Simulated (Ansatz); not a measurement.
Rock-salt EuSe was calculated with PBE0 (plane waves, PAW; Ansatz, a quantum-chemistry and plane-wave program).

Settings: plane-wave cutoff 460 eV, 8×8×8 k mesh, Fermi–Dirac smearing 0.05 eV, spin-polarised with parallel moments, scalar-relativistic PAW data made under PBE.

Energies at three volumes about the minimum:

```json
[
 {"V (Å³/atom)": "29.527", "E − E_lowest (meV/atom)": "0.87"},
 {"V (Å³/atom)": "29.975", "E − E_lowest (meV/atom)": "0.00"},
 {"V (Å³/atom)": "30.725", "E − E_lowest (meV/atom)": "2.58"}
]
```

**Question.** Fit a parabola by hand: where is the minimum, and what is the bulk modulus?

**Answer.** Slopes: (0.00 − 0.87)/(29.975 − 29.527) = -1.942 and (2.58 − 0.00)/(30.725 − 29.975) = 3.440 meV/Å³. Curvature E″ = 2 × (3.440 − (-1.942))/(30.725 − 29.527) = 8.985 meV/Å⁶. From the middle of the first interval, the slope vanishes at V0 = 29.7510 − (-1.942)/8.985 = 29.967 Å³/atom. B = V0 E″ = 29.967 × 8.985 meV/Å³ × 0.1602 GPa per meV/Å³ = 43.1 GPa. The full Birch–Murnaghan fit to all volumes gives V0 = 29.957 Å³/atom and B0 = 44.0 GPa.

Measured, for comparison: bulk modulus 52 GPa (room temperature, not corrected to a static lattice; as tabulated in arXiv:1003.2039). Computed (rounded) less measured: bulk modulus -15 %.

Note: the magnetic order was assumed, not searched for or taken from measurement; the state of the 4f shell is in doubt.
